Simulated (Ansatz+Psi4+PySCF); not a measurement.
doublet N₂O(-): levels of theory in one basis

```xyz
3

N    -0.0169   -0.0054   -1.2412
N    -0.0149   -0.0086   -0.0711
O    -0.0158   -0.0025    1.1432
```

Basis set: aug-cc-pVTZ (spherical functions). Correlated methods keep 3 orbitals frozen. Correlation on ROHF uses semicanonical orbitals with singles. Charge -1, multiplicity 2.

Computed with Ansatz (development build ahead of 0.2.0) and Psi4 1.11; each method stands on the lowest determinant of its kind that the runs found.

```
 method  E − E(ROHF) (eV)  <S²> of the determinant
   ROHF              0.00                     0.75
    UHF             -0.07                     0.78
UHF-MP2            -17.62                     0.78
```

(1) What does ROHF-MP2 give on the same scale?

Answers

(1) -18.64 eV.

The restricted and unrestricted rows may stand on different electronic states: another unrestricted solution lies nearer the restricted one.

Caution for UHF-MP2: another reference gives a lower total.
